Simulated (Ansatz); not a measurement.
Consider the substitution at a C–C bond: `CC(F)C=N` + H–F → `N=CC(F)F` + CH₄.

Computed with Ansatz on PBE0-D4/def2-TZVP structures; ΔE is electronic, products minus reactants. CCSD(T)/CBS adds triple-zeta CCSD(T) − MP2 to the extrapolated MP2 energy (def2 sets, frozen cores). This one scheme is used for every species. Functionals use def2-TZVPP. B3LYP here is the variant with VWN-RPA as its local correlation; programs differ in this. One conformer a species, not always the lowest.

CCSD(T)/CBS gives +0.27 eV.

Problem. Another level gave +0.05 eV. Which?
A. HF/def2-TZVPP
B. ωB97X-V/def2-TZVPP
C. CCSD/def2-TZVPP
D. B3LYP/def2-TZVPP

Solution. D. B3LYP 0.05, ωB97X-V 0.12, CCSD/def2-TZVPP 0.19, HF/def2-TZVPP -0.01 eV.

Largest T1 diagnostic among the species: 0.012.

In def2-TZVPP, CCSD(T) changes the Hartree–Fock value by +0.21 eV (the triples alone add +0.01 eV) and MP2 by +0.29 eV. From PBE to PBE0 (25 % exact exchange), in def2-TZVPP and without D4, ΔE moves by +0.05 eV.
